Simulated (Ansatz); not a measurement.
# PNH2+ (doublet): from Hartree-Fock to the top rungs, def2-QZVPP

One table from this session's results is given with a row withheld; the runs are named, their logs left out.

The runs use Ansatz 0.2.0, Gaussian basis; def2-QZVPP, core rule «outside noble gas», up to 6 orbitals frozen.

The runs, in order: UHF; ROHF; CCSD(T) on UHF.

2 further runs of the same task are left out: 2 set aside as unsound or not needed.

### The system

The geometry is a PBE0/def2-TZVP stationary point (not a proven minimum) of the parent state, kept for this charge and spin.

4 atoms, charge 1, spin multiplicity 2.

Atoms are counted from 1 here; the program's logs count them from 0.

Bond lengths: N1–P2 1.571 Å, N1–H3 1.021 Å, P2–H4 1.438 Å. Angles: P2–N1–H3 110.2°, N1–P2–H4 98.4°.

Coordinates:

```xyz
4
H2NP
N     0.00000   -0.20102    1.04724
P     0.00000    0.10962   -0.49316
H     0.00000    0.66859    1.58206
H     0.00000   -1.24376   -0.98030
```

The first run:

Contents of in.yaml:

```yaml
crystal:
  periodic: [false, false, false]
  atoms:
    - {symbol: N, position_ang: [0.000000, -0.201021, 1.047245]}
    - {symbol: P, position_ang: [0.000000, 0.109621, -0.493159]}
    - {symbol: H, position_ang: [0.000000, 0.668588, 1.582063]}
    - {symbol: H, position_ang: [0.000000, -1.243757, -0.980300]}
basis:
  gaussian: {orbitals: "def2-QZVPP.json"}
total_charge: 1
magnetization: {spin_polarized: true, initial_magnetization: 1}
hamiltonian: {xc: hf}
output: {orbitals: {seedname: orbitals}}
```

Launch:

```console
$ ansatz run in.yaml --threads 1 --pin off --events-out ev --progress --plain --max-ram 2393MiB
```

Among the steps run: UHF; ROHF; CCSD(T) on UHF.

One table of the session follows, with a row left open; its other results are not shown here.

| method | from UCCSD(T) (kcal/mol) |
| --- | --- |
| ROHF | +245.50 |
| UHF | +236.75 |
| UMP2 | ? |
| UCCSD | +12.41 |
| UCCSD(T) | 0 |

**Question.** Estimate the row for UMP2.

The run gave: from UCCSD(T) (kcal/mol): +37.95. In the column «from UCCSD(T) (kcal/mol)» it lies between UCCSD (+12.41) and UHF (+236.75).
